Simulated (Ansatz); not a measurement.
## Energy profile

The step: BH₂Cl ([BH2][Cl]) + H₂O → BH₃O ([BH2][OH]) + HCl; bonds formed: Cl2–H5; dative contacts that become bonds: B1–O6; bonds broken: B1–Cl2, H5–O6 (atoms numbered as in the saddle structure below).

B1  (-0.415, -0.420, 0.319)
Cl2  (1.811, -0.372, 0.281)
H3  (-0.723, -1.326, -0.392)
H4  (-0.621, -0.407, 1.489)
H5  (0.899, 0.721, -0.154)
O6  (-0.378, 0.923, -0.301)
H7  (-0.573, 0.882, -1.243)
(Å)

Electronic energies by CCSD(T) at an estimated basis limit (MP2 extrapolated from triple and quadruple zeta, plus CCSD(T) − MP2 in triple zeta), on PBE0-D4/def2-TZVP structures; BH$_{4}$ClO, closed shell; no counterpoise correction. Program: Ansatz 0.2.0. Basis: def2-TZVPP and def2-QZVPP. Cores are frozen in the correlated methods. Extrapolation: Hartree–Fock as exp(−7.88 √X), correlation as X^−2.97.

Give the profile in eV, counted from the separated reactants. (An estimate is asked for; the value comes from the calculation.)

By the calculation:
```json
{"point": "separated: BH$_{2}$Cl (linked as [BH2][Cl]; B1, Cl2, H3, H4; singlet) + H$_{2}$O (H5, O6, H7; singlet)", "eV": "0.000"}
{"point": "start structure", "eV": "-0.551"}
{"point": "saddle", "eV": "0.319"}
{"point": "end structure", "eV": "-0.645"}
{"point": "separated: BH$_{3}$O (linked as [BH2][OH]; B1, H3, H4, O6, H7; singlet) + HCl (Cl2, H5; singlet)", "eV": "-0.460"}
```

No T1 diagnostic of these runs exceeds 0.014.

The step is the kind of ligand exchange by which a precursor binds to a hydroxyl group, or is hydrolysed, in atomic layer deposition of oxides.

For scale, one of the runs: CCSD(T)/def2-TZVPP, 160 basis functions, launched by `ansatz run in.yaml --threads 2 --pin off --events-out ev --progress --plain --max-ram 4352MiB`. The run took 22 s on 2 CPU threads of an Arm Neoverse V1 (shared host), with 1.2 GiB of host memory at its peak.
